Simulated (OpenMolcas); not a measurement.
# LiH (SMILES [LiH]): the energy, rung by rung

The species is LiH (2 atoms), meant as a singlet with charge 0. As SMILES, `[LiH]`. Geometry: the measured bond length.

```xyz
2

Li    0.0000    0.0000    0.0000
H     0.0000    0.0000    1.5957
```

Quantity: the energy change with the Li1–H2 bond stretched from 1.596 to 3.989 Å, in eV. The values are calculated.

```tsv
level	kind	program	value (eV)	less FCI/def2-SVP
SVWN5/def2-SVP (restricted)	LDA	OpenMolcas	2.53	+0.44
B3LYP/def2-SVP (restricted)	global hybrid	OpenMolcas	2.76	+0.67
M06-2X/def2-SVP (restricted)	hybrid meta-GGA	OpenMolcas	2.98	+0.89
MP2/def2-SVP (restricted)	perturbation theory	OpenMolcas	2.90	+0.81
CASSCF(2,5)/def2-SVP	multireference	OpenMolcas	2.07	-0.02
MRCI(2,2)/def2-SVP	multireference	OpenMolcas	2.09	0.00
ACPF/def2-SVP (restricted)	coupled cluster or CI	OpenMolcas	1.34	-0.75
FCI/def2-SVP	exact in the basis	OpenMolcas	2.09	0.00
```

FCI/def2-SVP is exact within its basis and frozen core, so for wave-function methods in that basis the difference is their error; functionals converge differently with the basis, so for them it is only a difference. The first shape isn't each level's own minimum. The values span 1.34 to 2.98 eV.
